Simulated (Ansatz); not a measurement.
We consider rock-salt BaTe, described by PBEsol+SOC (plane waves, PAW; Ansatz, a first-principles code).

Settings: plane-wave cutoff 520 eV, 8×8×8 k mesh, Fermi–Dirac smearing 0.01 eV, PAW data made under PBE.

Response to compression and expansion:

```csv
V (Å³/atom),P (GPa),direct gap at Γ (eV),smallest gap on the k mesh (eV)
39.285,2.27,2.591,1.034
40.120,1.43,2.610,1.088
40.956,0.68,2.627,1.138
41.792,0.00,2.642,1.185
42.628,-0.61,2.577,1.230
43.464,-1.15,2.501,1.271
44.300,-1.64,2.429,1.310
```

The fundamental gap (1.19 eV at the equilibrium volume, with added k points) lies elsewhere than Γ–Γ.
